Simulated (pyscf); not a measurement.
Single points on ωB97X-D3(BJ)/def2-SVP structures (PySCF, gas phase). MP2 and CC: frozen core, UHF for open shells. ΔMP2 is the change of the MP2 total energy from the triple- to the quadruple-zeta basis.

Q: For HO–GeH₃ + hydrogen fluoride (HF) -> F–GeH₃ + water (H₂O), a four-centre exchange (singlet surface; Ge–O, F–H broken, F–Ge, H–O formed), PBE/def2-TZVP gives ΔE‡ = 6.8 kcal/mol and ΔE = -9.0 kcal/mol (zero: the separated reactants). In which direction and how far do r²SCAN/def2-TZVP, ωB97M-D3(BJ)/def2-TZVP, CCSD(T)/def2-TZVPP + ΔMP2(QZVPP) move these?

A: r²SCAN: ΔE‡ = 7.8 kcal/mol, ΔE = -9.2 kcal/mol; ωB97M-D3(BJ): ΔE‡ = 10.7 kcal/mol, ΔE = -9.0 kcal/mol; CCSD(T): ΔE‡ = 14.4 kcal/mol, ΔE = -7.8 kcal/mol. PBE's barrier lies under all of them, by 1.0 to 7.6 kcal/mol. Its reaction energy matches one of them and lies within 1.2 kcal/mol of the others. On the reactant side the descent ends in a bound adduct, 9.9 kcal/mol under the separated species and 20.8 kcal/mol under the saddle at ωB97X-D3(BJ)/def2-TZVP. On the product side the descent ends in a complex, 5.2 kcal/mol under the separated species and 24.8 kcal/mol under the saddle at ωB97X-D3(BJ)/def2-TZVP. At ωB97X-D3(BJ) the barrier from the zero used here is 10.9 kcal/mol. This is the saddle that the search found; another between the same sides may lie lower. The CCSD(T) − MP2 part came from Ansatz, without density fitting, on the same reference. The frozen core leaves the outer d or s,p core shells of the metals and heavy elements correlated in the MP2 and CC values, and def2-TZVPP describes them poorly, which can shift differences by a few kcal/mol. Elements up to Kr have no core potential and no relativistic terms here.
